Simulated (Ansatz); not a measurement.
Basis sets over 8 cases of the atomisation energy at MP2 with Ansatz (Al to Cl present), each against its own reference: (a) Hartree-Fock in aug-cc-pV5Z plus the correlation part extrapolated as X^-3 from aug-cc-pVQZ and aug-cc-pV5Z; (b) Hartree-Fock in aug-cc-pVQZ plus the correlation part extrapolated as X^-3 from aug-cc-pVTZ and aug-cc-pVQZ. By their distance from other large sets or by the extrapolation step the references are unsure by up to roughly 1.14 kcal/mol. B3LYP-D3(BJ)/def2-TZVP geometries; electronic energies; frozen cores; unrestricted open shells; no added dispersion term; no relativity. (X+d) sets on Al to Cl for cc-pVXZ and aug-cc-pVXZ. 

Cases are drawn at random; left out are references unsure by over 1.3 kcal/mol, doubtful singlets, and cases whose largest runs show a restricted determinant unstable towards unrestricted orbitals, <S^2> over 0.1 too high or, where CCSD(T) ran, T1 over 0.025 (0.045 for open shells). Sets are drawn from those converged to one state in every case.

Cases (SMILES) and reference values:
- [S]F (F-S) → F atom + S atom: 90.28 kcal/mol (b)
- C(=S)=S → C atom + 2 S atom: 299.20 kcal/mol (a)
- [PH2] (PH2) → 2 H atom + P atom: 147.71 kcal/mol (b)
- [SH] (SH) → H atom + S atom: 85.84 kcal/mol (a)
- S(F)F → 2 F atom + S atom: 190.46 kcal/mol (a)
- [P]=O (O-P) → O atom + P atom: 151.64 kcal/mol (b)
- ClF (F-Cl) → Cl atom + F atom: 69.00 kcal/mol (a)
- P (PH3) → 3 H atom + P atom: 234.19 kcal/mol (b)

| basis | functions over def2-SVP (largest species, mean of cases) | mean signed deviation (kcal/mol) | mean absolute | largest | within 4 kcal/mol |
|---|---|---|---|---|---|
| aug-pcseg-1 | 1.6 | -18.89 | 18.89 | 31.11 | 0 of 8 |
| aug-cc-pVDZ | 1.7 | -16.86 | 16.86 | 28.05 | 0 of 8 |
| 6-311++G(2d,2p) | 1.9 | -16.14 | 16.14 | 27.83 | 0 of 8 |
| cc-pVTZ | 2.2 | -8.69 | 8.69 | 14.50 | 1 of 8 |
| def2-TZVPD | 2.5 | -8.76 | 8.76 | 12.72 | 0 of 8 |
| 6-311++G(3df,3pd) | 2.8 | -6.66 | 6.66 | 11.92 | 2 of 8 |
| cc-pVQZ | 4.0 | -3.61 | 3.61 | 6.25 | 5 of 8 |
| def2-QZVPPD | 4.7 | -3.37 | 3.37 | 6.18 | 6 of 8 |
| aug-cc-pVQZ | 5.7 | -2.40 | 2.40 | 5.16 | 7 of 8 |
| aug-pcseg-3 | 5.9 | -2.56 | 2.56 | 5.49 | 7 of 8 |

Of the sets for which every case ran a larger relative (same family, alike in diffuse functions), none listed holds all cases within 4 kcal/mol together with them. A case lies within its reference's uncertainty of the window's edge in 6-311++G(3df,3pd), cc-pVQZ, def2-QZVPPD, aug-pcseg-3. These figures hold for the cases listed.

Ansatz is a quantum-chemistry and plane-wave program.
